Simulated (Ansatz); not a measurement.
# BC₂ (sextet): from Hartree-Fock to the top rungs, cc-pVTZ

One table from this session's results is given with a row withheld; the runs are named, their logs left out.

Method: cc-pVTZ, core rule «outside noble gas», up to 3 orbitals frozen; program: Ansatz 0.2.0, Gaussian basis.

The runs, in order: UHF; CCSD(T) on ROHF; CCSD(T) on UHF; BCCD(T) on ROHF; CCSDT(Q) on ROHF; CCSDT(Q) on UHF; CASSCF and MRCISD+Q, 11 electrons in 12 orbitals; CASSCF and NEVPT2, 11 electrons in 12 orbitals.

5 further runs of the same task are left out: 5 set aside as unsound or not needed. Runs told in other sessions of the task aren't counted.

**What is computed**

The geometry is a PBE0/def2-TZVP stationary point (not a proven minimum) of the parent state, kept for this charge and spin.

3 atoms, charge 0, spin multiplicity 6.

Atoms are counted from 1 here; the program's logs count them from 0.

Bond lengths: B1–C2 1.416 Å, C2–C3 1.238 Å. Angles: B1–C2–C3 180.0°.

Geometry (Å):

```xyz
3
charge 0, multiplicity 6
B     0.0000    0.0000   -1.3569
C     0.0000    0.0000    0.0595
C     0.0000    0.0000    1.2974
```

The first run:

Input file in.yaml:

```yaml
crystal:
  periodic: [false, false, false]
  atoms:
    - {symbol: B, position_ang: [0.000000, 0.000000, -1.356900]}
    - {symbol: C, position_ang: [0.000000, 0.000000, 0.059500]}
    - {symbol: C, position_ang: [0.000000, 0.000000, 1.297400]}
basis:
  gaussian: {orbitals: cc-pVTZ}
magnetization: {spin_polarized: true, initial_magnetization: 5}
hamiltonian: {xc: hf}
output: {orbitals: {seedname: orbitals}}
```

The run is started by

```
> ansatz run in.yaml --threads 1 --pin off --events-out ev --progress --plain --max-ram 2816MiB --backend cpu
```

Among the steps run: UHF; CCSD(T) on ROHF; CCSD(T) on UHF; BCCD(T) on ROHF; CCSDT(Q) on ROHF; CCSDT(Q) on UHF; CASSCF and MRCISD+Q, 11 electrons in 12 orbitals; CASSCF and NEVPT2, 11 electrons in 12 orbitals.

One table of the session follows, with a row left open; its other results are not shown here.

```
          method  from UCCSDT(Q) (kJ/mol)
            ROHF                   +798.9
             UHF                   +741.4
            RMP2                   +104.0
            UMP2                   +124.7
           RCCSD                    +41.5
           UCCSD                    +39.8
        RCCSD(T)                     +5.9
        UCCSD(T)                     +6.4
         BCCD(T)                     +6.1
          RCCSDT                     +2.5
          UCCSDT                     +2.1
       RCCSDT(Q)                     +0.2
       UCCSDT(Q)                        0
  CASSCF valence                   +504.6
  NEVPT2 valence                   +103.9
  MRCISD valence                        ?
MRCISD+Q valence                     +7.9
```

Q: Estimate the row for MRCISD valence from the others.

**Answer.** from UCCSDT(Q) (kJ/mol): +37.5. In the column «from UCCSDT(Q) (kJ/mol)» it lies between MRCISD+Q valence (+7.9) and UCCSD (+39.8).

To keep in mind: Restricted and unrestricted rows rest on different reference determinants; a gap between their highest levels can come from leftover correlation error, from unlike frozen cores or from another state.
